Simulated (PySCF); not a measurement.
# Solver options tried on LiB

Aim: find out which solver settings change the answer for LiB.

Program: PySCF 2.14.0. Level of theory: method and basis as typed in the scripts. These are calculated values, not measurements.

2 further runs of the same task are left out: 2 that didn't finish.

## (1) Where the work starts

LiB: 2 atoms, charge 0, spin multiplicity 1.

Bond lengths: Li1–B2 2.205 Å.

## (2) The base run

input.py

```python
from pyscf import gto, dft

mol = gto.M(
    atom='Li 0 0 0; B 0 0 2.205',
    basis='lanl2dz',
    charge=0,
    spin=0,
    verbose=3,
)
mf = dft.RKS(mol, xc='x3lyp')
mf.kernel()
mf.analyze()
print('orbital energies (hartree):', mf.mo_energy[..., max(0, mol.nelec[1]-3):mol.nelec[0]+3].round(4))
```

Command:

```sh
python input.py
```

The log of this run is left out.

In short: E(SCF) = -32.154156 Eh, μ = 4.47 D.

The bond length is a typed value, not an optimised one.

## (3) Point-group symmetry on

Run 1 changes point-group symmetry: off → on.

input.py

```python
from pyscf import gto, dft

mol = gto.M(
    atom='Li 0 0 0; B 0 0 2.205',
    basis='lanl2dz',
    charge=0,
    spin=0,
    symmetry=True,
    verbose=3,
)
mf = dft.RKS(mol, xc='x3lyp')
mf.kernel()
mf.analyze()
print('orbital energies (hartree):', mf.mo_energy[..., max(0, mol.nelec[1]-3):mol.nelec[0]+3].round(4))
```

Command:

```sh
python input.py
```

## (4) Initial guess atom

Run 2 changes initial guess: minao → atom.

Changes to input.py since step 2:

```diff
@@ -10,2 +10,3 @@
 mf = dft.RKS(mol, xc='x3lyp')
+mf.init_guess = 'atom'
 mf.kernel()
```

## (5) Damping 0.5

Run 3 changes damping: none → 0.5.

Changes to input.py since step 2:

```diff
@@ -10,2 +10,3 @@
 mf = dft.RKS(mol, xc='x3lyp')
+mf.damp = 0.5
 mf.kernel()
```

## (6) Second-order solver on

Run 4 changes second-order solver: off → on.

Changes to input.py since step 2:

```diff
@@ -10,2 +10,3 @@
 mf = dft.RKS(mol, xc='x3lyp')
+mf = mf.newton()
 mf.kernel()
```

Q: Predict the outcome of this session. Wanted: for each run, E(SCF); from base; gap; SCF dipole.

The runs gave:

| run | E(SCF) (hartree) | from base (eV) | gap (eV) | SCF dipole (D) |
| --- | --- | --- | --- | --- |
| base | -32.154156 | 0 | 1.71 | 4.47 |
| point-group symmetry on | -32.154156 | 0.0000 | 1.71 | 4.47 |
| initial guess atom | -32.154156 | 0.0000 | 1.71 | 4.47 |
| damping 0.5 | -32.154156 | 0.0000 | 1.71 | 4.47 |
| second-order solver on | -32.154156 | 0.0000 | 1.71 | 4.47 |

In words: The SCF energy stays the same, to the digits that matter, with point-group symmetry on or initial guess atom or damping 0.5 or second-order solver on.
